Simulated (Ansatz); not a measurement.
# CH3O: the cost of one run

All numbers are computed with the Python package of Ansatz 0.2.0. Level of theory: CCSD(T)/def2-TZVP.

## (1) The system

Bond lengths: C1–O2 1.312 Å, C1–H3 1.115 Å, C1–H4 1.104 Å, C1–H5 1.115 Å. Angles: O2–C1–H3 110.5°, O2–C1–H4 115.1°, O2–C1–H5 110.6°, H3–C1–H4 109.5°, H3–C1–H5 100.5°, H4–C1–H5 109.7°.

No structure file is read: the coordinates are typed or built in the script.

## (2) The code

ch3o.py reads:

```python
"""Electronic structure of the CH3O molecule."""

import json

import ansatz as az

geometry_ang = [
    ("C", (0.00383, 0.03014, -0.0268)),
    ("O", (0.98901, -0.81084, -0.233)),
    ("H", (-0.97637, -0.5006, -0.06471)),
    ("H", (-0.02025, 0.89941, -0.7071)),
    ("H", (0.00378, 0.38189, 1.03162)),
]
molecule = az.Crystal.molecule()
for symbol, xyz in geometry_ang:
    molecule = molecule.atom(symbol, xyz)

calculation = molecule.calculation().basis(gaussian="def2-TZVP").correlation("ccsd_t").spin("collinear", total=1)
print(calculation.to_yaml())
out = calculation.run(threads=1)
report = out.report

print(f"E = {report['free_energy_ev']:.6f} eV = {report['free_energy_ev'] / 27.211386246:.7f} Ha")
print("converged:", report["converged"], " doubts:", report["published_state_doubts"] or "none")

print("correlation energy", round(report["free_energy_ev"] - report["reference_energy_ev"], 5), "eV")
cluster = report["correlation"].get("coupled_cluster")
if cluster:
    print("cycles", cluster["cycles"], " T1 diagnostic", round(cluster["t1_diagnostic"], 4), " largest double", round(cluster["largest_double"], 4))
with open("ch3o.json", "w") as handle:
    json.dump({k: report[k] for k in ("free_energy_ev", "reference_energy_ev", "n_occupied", "n_virtual")}, handle, indent=1)
```

## (3) Launch

Launch:

```
$ python ch3o.py
```

Q: Estimate wall time and peak memory on 1 thread of Arm Neoverse V1, shared host.

About 23 s, with a peak of 0.46 GiB.
